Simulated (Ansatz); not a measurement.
This Ansatz (a program for electronic structure) input (B3LYP/6-31+G*) gives -56.55692 Eh with 25 basis functions. A basis named .json is the Basis Set Exchange file of that set (core-valence sets with the plain set on hydrogen).

Ansatz 0.2 input:
```yaml
crystal:
  periodic: [false, false, false]
  atoms:
    - {symbol: N, position_ang: [0.00224146, -0.00382052, 0.11155442]}
    - {symbol: H, position_ang: [-0.00202883, 0.95117179, -0.22808750]}
    - {symbol: H, position_ang: [0.80949996, -0.46442426, -0.29287493]}
    - {symbol: H, position_ang: [-0.82316134, -0.46000387, -0.25991854]}
basis:
  gaussian:
    orbitals: 6-31+G_.json
hamiltonian:
  xc: {name: B3LYP}
magnetization: {spin_polarized: false}
```

Change:
```diff
- orbitals: 6-31+G_.json
+ orbitals: cc-pVDZ
```

Problem. What does the run give now?

Solution. -56.55367 Eh (B3LYP/cc-pVDZ, 29 functions), a change of +3.25 mEh.
